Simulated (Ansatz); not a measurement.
Molecule: hydrogen fluoride, HF, charge 0, multiplicity 1. SMILES: F
Structure (B3LYP-D3(BJ)/def2-TZVP (Ansatz, an electronic-structure program) minimum search):
```
F
H 1 0.9245
```
Charge 0, spin multiplicity 1.

Wanted: vertical ionisation energy (to the doublet state of charge +1; each state is the SCF solution reached for its spin), in eV. Correlated levels leave the core frozen unless marked. UHF or UKS for open shells. Spin-orbit coupling is left out. Non-relativistic. CBS marks a two-point X^-3 extrapolation of the correlation energy; Hartree-Fock from the larger set.

Measured: 16.12 eV (CCCBDB table in ASE); it holds spin-orbit and relativistic effects, which these rows lack, and core correlation, which the frozen-core levels lack. This is an older compilation, not checked against later work.

```json
[
 {"level": "SVWN5/def2-TZVPD", "program": "Ansatz", "vertical ionisation energy (eV)": "16.73", "error against measurement": "0.61"},
 {"level": "PBE/def2-TZVPD", "program": "Ansatz", "vertical ionisation energy (eV)": "16.29", "error against measurement": "0.17"},
 {"level": "r2SCAN/def2-TZVPD", "program": "Ansatz", "vertical ionisation energy (eV)": "16.07", "error against measurement": "-0.05"},
 {"level": "B3LYP/def2-TZVPD", "program": "Ansatz", "vertical ionisation energy (eV)": "16.29", "error against measurement": "0.17"},
 {"level": "PBE0/def2-TZVPD", "program": "Ansatz", "vertical ionisation energy (eV)": "16.07", "error against measurement": "-0.05"},
 {"level": "BHLYP/def2-TZVPD", "program": "Ansatz", "vertical ionisation energy (eV)": "15.85", "error against measurement": "-0.27"},
 {"level": "CAM-B3LYP/def2-TZVPD", "program": "Ansatz", "vertical ionisation energy (eV)": "16.31", "error against measurement": "0.19"},
 {"level": "wB97M-V/def2-TZVPD", "program": "Ansatz", "vertical ionisation energy (eV)": "16.11", "error against measurement": "-0.01"},
 {"level": "wB97X-V/def2-TZVPD", "program": "Ansatz", "vertical ionisation energy (eV)": "16.16", "error against measurement": "0.04"},
 {"level": "CCSD/aug-cc-pVDZ", "program": "Ansatz", "vertical ionisation energy (eV)": "15.98", "error against measurement": "-0.14"},
 {"level": "CCSD/def2-SVPD", "program": "Ansatz", "vertical ionisation energy (eV)": "16.04", "error against measurement": "-0.08"},
 {"level": "CCSD/aug-cc-pVTZ", "program": "Ansatz", "vertical ionisation energy (eV)": "16.03", "error against measurement": "-0.09"},
 {"level": "CCSD/aug-cc-pVQZ", "program": "Ansatz", "vertical ionisation energy (eV)": "16.09", "error against measurement": "-0.03"},
 {"level": "CCSD/def2-QZVPPD", "program": "Ansatz", "vertical ionisation energy (eV)": "16.06", "error against measurement": "-0.06"},
 {"level": "CCSD/CBS(aug-cc-pVTZ,aug-cc-pVQZ)", "program": "Ansatz", "vertical ionisation energy (eV)": "16.15", "error against measurement": "0.03"},
 {"level": "CCSD/CBS(def2-TZVPPD,def2-QZVPPD)", "program": "Ansatz", "vertical ionisation energy (eV)": "16.13", "error against measurement": "0.01"},
 {"level": "CCSD(T)/aug-cc-pVDZ", "program": "Ansatz", "vertical ionisation energy (eV)": "16.03", "error against measurement": "-0.09"},
 {"level": "CCSD(T)/def2-SVPD", "program": "Ansatz", "vertical ionisation energy (eV)": "16.09", "error against measurement": "-0.03"},
 {"level": "CCSD(T)/aug-cc-pVTZ", "program": "Ansatz", "vertical ionisation energy (eV)": "16.13", "error against measurement": "0.01"},
 {"level": "CCSD(T)/def2-TZVPPD", "program": "Ansatz", "vertical ionisation energy (eV)": "16.07", "error against measurement": "-0.05"},
 {"level": "CCSD(T)/CBS(aug-cc-pVTZ,aug-cc-pVQZ)", "program": "Ansatz", "vertical ionisation energy (eV)": "16.25", "error against measurement": "0.13"}
]
```
